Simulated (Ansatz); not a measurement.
Basis-set extrapolation for HN, SMILES `[NH]` (triplet) (PBE0-D4/def2-TZVP geometry, frozen core, Ansatz). Multiplicity 3, UHF reference.

```json
{"": "HF", "cc-pV(T+d)Z": "-54.981135", "cc-pV(Q+d)Z": "-54.985042"}
{"": "MP2 correlation", "cc-pV(T+d)Z": "-0.136787", "cc-pV(Q+d)Z": "-0.147702"}
{"": "CCSD(T) correlation", "cc-pV(T+d)Z": "-0.159553", "cc-pV(Q+d)Z": "-0.169532"}
```

Energies in hartree. Use E(X) = E(∞) + A·exp(−5.46·√X) for Hartree–Fock and E(X) = E(∞) + B·X^(−3.05) for correlation, with X = 3 and 4.

Q: What is the CCSD(T) energy at the basis-set limit?

A: HF limit: -54.985042 + (-0.003907) × 0.30130 = -54.98622. Correlation limit: -0.169532 + (-0.009979) × 0.71189 = -0.17664. Total: -55.16286 hartree, 58.2 kJ/mol below CCSD(T)/cc-pV(T+d)Z.
